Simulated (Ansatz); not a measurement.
bcc W, treated with PBE-D4 (Ansatz, a first-principles code, plane waves, PAW).

Run with plane-wave cutoff 520 eV, 24×24×24 k mesh, Fermi–Dirac smearing 0.05 eV, no spin polarisation, scalar-relativistic PAW data made under PBE.

Energies at three volumes about the minimum:

```csv
V (Å³/atom),E − E_lowest (meV/atom)
15.472,6.51
15.788,0.00
16.104,6.08
```

Fit a parabola by hand: where is the minimum, what lattice constant follows, and what is the bulk modulus?

Slopes: (0.00 − 6.51)/(15.788 − 15.472) = -20.601 and (6.08 − 0.00)/(16.104 − 15.788) = 19.241 meV/Å³. Curvature E″ = 2 × (19.241 − (-20.601))/(16.104 − 15.472) = 126.082 meV/Å⁶. From the middle of the first interval, the slope vanishes at V0 = 15.6300 − (-20.601)/126.082 = 15.793 Å³/atom. B = V0 E″ = 15.793 × 126.082 meV/Å³ × 0.1602 GPa per meV/Å³ = 319 GPa. With 2 atoms in the cube, a = (2 × 15.793)^(1/3) = 3.161 Å. The full Birch–Murnaghan fit to all volumes gives V0 = 15.788 Å³/atom and B0 = 319 GPa.

Measured, for comparison: bulk modulus 312 GPa (zero-point energy and finite temperature contributions removed, sources range from 300 to 328; as tabulated in doi:10.1021/acs.jctc.3c00612); lattice constant a 3.16 Å (static lattice: zero-point anharmonic expansion removed; as tabulated in Mejia-Rodriguez and Trickey (2018), arXiv:1807.09216). Computed less measured: bulk modulus +2.2 % (inside the range of the sources held).
